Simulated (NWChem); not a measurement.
System: hydrogen fluoride (HF); SMILES F

```xyz
2

F      0.0000     0.0000     0.0932
H      0.0000     0.0000    -0.8391
```
Atoms are numbered in this order, from 1.

Coordinates come from a PBE-D3(BJ)/def2-SVP optimisation.

**Question.** List the 4 lowest vertical singlet excitations from PBE0/def2-SVP, TDA (NWChem).

**Answer.** 
```tsv
state	energy (eV)	oscillator strength	leading excitation (squared amplitude)
S1	10.16	0.014	HOMO → LUMO (0.66)
S2	10.16	0.014	HOMO−1 → LUMO (0.66)
S3	15.00	0.267	HOMO−2 → LUMO (0.98)
S4	23.86	0.041	HOMO → LUMO+1 (0.76)
```
